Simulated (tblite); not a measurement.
Compound: C5H9P.
Numbering: `[CH:1]#[C:2][CH2:3][PH:4][CH2:5][CH3:6]` (hydrogens: H7 on C1; H8, H9 on C3; H10 on P4; H11, H12 on C5; H13, H14, H15 on C6)

Structure optimised with GFN2-xTB, isolated species.

Q: What internal coordinates does the optimisation give?

A: 
```
                  bond  length (Å)
                 C1≡C2       1.197
                 C2–C3       1.442
                 C3–P4       1.880
                 P4–C5       1.860
                 C5–C6       1.523
                 C1–H7       1.049
          C3–H8, C3–H9       1.094
                P4–H10       1.406
        C5–H11, C5–H12       1.094
C6–H13, C6–H14, C6–H15       1.089
```

Bonds in one row agree within 0.01 Å and their mean is given. A selection of angles:
```
     angle  degrees
  C2–C1–H7    178.2
  C1–C2–C3    177.7
  C2–C3–P4    110.6
  C2–C3–H8    110.3
  P4–C3–H8    110.4
  P4–C3–H9    107.0
  H8–C3–H9    108.8
  C3–P4–C5    100.3
 C3–P4–H10     93.7
 C5–P4–H10     95.6
  P4–C5–C6    116.4
 P4–C5–H11    105.5
 P4–C5–H12    106.7
 C6–C5–H11    110.1
H11–C5–H12    107.2
 C5–C6–H13    109.8
 C5–C6–H14    110.9
H13–C6–H14    108.2
H14–C6–H15    108.9
```

Torsions: C2–C3–P4–C5 -61° (synclinal); C3–P4–C5–C6 -49° (synclinal). The mirror-image conformer, all signs reversed, is as good.

The C–P distances run from 1.860 Å (P4–C5, drawn single) to 1.880 Å (C3–P4, drawn single), a spread of 0.020 Å. The 3 C–C bonds span 1.197 Å (C1≡C2, drawn triple) to 1.523 Å (C5–C6, drawn single), a spread of 0.326 Å. P4 (phosphine phosphorus) is pyramidal (angles 100.3°, 95.6° and 93.7°, sum 289.6°, 0.85 Å off the plane of its three neighbours). Of the pairs four or more bonds apart, H8···H15 is among the closest relative to their van der Waals radii: 2.34 Å, 97 % of the sum of Bondi's values.

Point group: C1 (no symmetry element, even within 0.4 Å). Its GFN2-xTB frequencies are all real (lowest 42 cm⁻¹). One conformer, not necessarily the lowest. 3 starts were optimised and ended at 0.00, 0.44 and 0.46 kcal/mol (GFN2-xTB); the lowest of these is shown.

On one thread, Arm Neoverse V1 (aarch64), shared host with 64 logical CPUs at a one-minute load of 15, this took 0.81 s of wall time. These figures are those of the optimisation.

These are computed values.
